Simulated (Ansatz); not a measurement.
Process, species as SMILES: C(=C)F → C=[C]F + H atom
B3LYP-D3(BJ)/def2-TZVP geometries, fixed; electronic energies without zero-point terms.

Basis-set convergence of the bond dissociation energy at CCSD(T) with Ansatz (a program for electronic structure). Cartesian d functions, on some or all atoms, in 6-31G*, 6-31G**, 6-31+G*; all else is spherical. Cores are frozen. An unrestricted Hartree-Fock determinant is markedly spin-contaminated. Open shells are unrestricted. No added dispersion term, no relativity. Functions are those of the species that has most. Reference: Hartree-Fock in cc-pVQZ plus the correlation part extrapolated as X^-3 from cc-pVTZ and cc-pVQZ, 119.77 kcal/mol, itself unsure by roughly 0.25 kcal/mol (a third of the extrapolation step and of the last Hartree-Fock step). Deviations are taken from unrounded values.

```json
[
 {"basis": "3-21G", "functions": "33", "bond dissociation energy (kcal/mol)": "107.44", "minus reference (kcal/mol)": "-12.33"},
 {"basis": "6-31G*", "functions": "51", "bond dissociation energy (kcal/mol)": "110.30", "minus reference (kcal/mol)": "-9.47"},
 {"basis": "6-31G**", "functions": "60", "bond dissociation energy (kcal/mol)": "115.73", "minus reference (kcal/mol)": "-4.04"},
 {"basis": "6-31+G*", "functions": "63", "bond dissociation energy (kcal/mol)": "111.01", "minus reference (kcal/mol)": "-8.76"},
 {"basis": "6-311G**", "functions": "72", "bond dissociation energy (kcal/mol)": "114.98", "minus reference (kcal/mol)": "-4.79"},
 {"basis": "6-311+G**", "functions": "84", "bond dissociation energy (kcal/mol)": "115.46", "minus reference (kcal/mol)": "-4.31"},
 {"basis": "aug-pcseg-1", "functions": "96", "bond dissociation energy (kcal/mol)": "116.46", "minus reference (kcal/mol)": "-3.31"},
 {"basis": "6-311++G(2d,2p)", "functions": "111", "bond dissociation energy (kcal/mol)": "117.05", "minus reference (kcal/mol)": "-2.72"},
 {"basis": "6-311++G(3df,3pd)", "functions": "171", "bond dissociation energy (kcal/mol)": "118.38", "minus reference (kcal/mol)": "-1.39"},
 {"basis": "aug-pcseg-2", "functions": "207", "bond dissociation energy (kcal/mol)": "118.73", "minus reference (kcal/mol)": "-1.04"}
]
```

Of the sets listed that have larger relatives (same family, alike in diffuse functions), none stays within 2 kcal/mol of the reference together with them. Inside, with no larger relative to test it: 6-311++G(3df,3pd), aug-pcseg-2.
